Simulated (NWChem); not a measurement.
Correlation energy of Be

```xyz
1

Be     0.0000     0.0000     0.0000
```
Charge 0, spin multiplicity 1.

The numbers come from NWChem runs, not from measurements.

Basis set: cc-pVTZ. Each correlation energy counts from its own Hartree-Fock reference.

| method | correlation energy (mHa) |
|---|---|
| CCSDT | -45.6 |
| CR-CCSD(T) | -45.6 |
| CR-CCSD[T] | -45.6 |
| CCSD | -45.6 |
| SCS-MP2 | -33.8 |
| MP2 | -28.2 |

The values span 17.4 mHa, from CCSD (lowest) to MP2 (highest). 

The correlated methods keep 1 core orbital frozen. Coupled-cluster values serve here as a point of comparison, not as the truth.
